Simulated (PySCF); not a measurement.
**Orbital energies and ionisation energy**

AlH2(NH2).
Z-matrix (Å and degrees, PBE0-D3(BJ)/def2-SVP geometry), rows numbered from 1:
```
Al
H   1  1.5879
H   1  1.5876  2  124.18
N   1  1.7721  2  117.72  3  -179.94
H   4  1.0143  1  125.18  2  -179.86
H   4  1.0142  1  125.12  2    -0.53
```

Level: CAM-B3LYP/def2-SVPD (PySCF). Frontier orbitals with their largest atomic shares (Löwdin; up to four atoms above 4 %):

```
orbital  ε (eV)                           main atoms
 HOMO−3  -13.94    N4 43 %, Al1 24 %, H3 9 %, H2 9 %
 HOMO−2  -11.16  Al1 36 %, N4 22 %, H3 19 %, H2 19 %
 HOMO−1   -9.75           Al1 39 %, H2 29 %, H3 28 %
   HOMO   -9.07                                    ?
   LUMO    0.27  Al1 66 %, H3 12 %, H2 12 %, N4 11 %
 LUMO+1    0.77     Al1 70 %, H5 8 %, H6 8 %, N4 7 %
 LUMO+2    1.84   Al1 67 %, H3 11 %, H2 11 %, N4 5 %
```

Problem. What vertical ionisation energy does ΔSCF give, and how far is −ε(HOMO) from it?

Solution. ΔSCF: 10.18 eV (983 kJ/mol; threshold wavelength 122 nm); ⟨S²⟩ of the doublet left behind is 0.753, against 0.75 for a pure doublet. −ε(HOMO) is 9.07 eV, 1.11 eV below it. For the exact functional −ε(HOMO) would equal the first vertical ionisation energy; CAM-B3LYP (range-separated hybrid) falls short of its own ΔSCF value by 11 %. Holes in the HOMO−1 and HOMO−2 were tried too where these lie within 1.2 eV of the HOMO; the lowest converged state counts.

Problem. On which atoms does the HOMO lie?

Solution. N4 (nitrogen bonded to Al and 2 H) 71 %, Al1 (aluminium bonded to N and 2 H) 12 %, H6 (hydrogen on nitrogen) 8 %, H5 (hydrogen on nitrogen) 8 %, so more than half of it is on one atom. The HOMO−1 lies 0.68 eV lower.

Problem. Shift the occupied levels rigidly so that −ε(HOMO) equals the ΔSCF value. What binding energies result?

Solution. The shift is +1.11 eV: HOMO 10.18, HOMO−1 10.86, HOMO−2 12.27, HOMO−3 15.05 eV. A rigid shift is only a rough guide to the deeper ionisations.

Problem. What kinetic energy would electrons from this vertical process carry with He II light (40.814 eV)?

Solution. 40.81 − 10.18 = 30.63 eV.

Problem. How many of the 15 lowest singlet excitations (vertical TDDFT, same level) lie below the ionisation energy?

Solution. All 15; they run from 6.22 to 9.69 eV.

Isolated species at its PBE0-D3(BJ)/def2-SVP geometry, gas phase.

These values come from a run that also computed excited states and ΔSCF ions. Time: 17 s wall. Hardware: one thread of an x86-64 server (shared host).
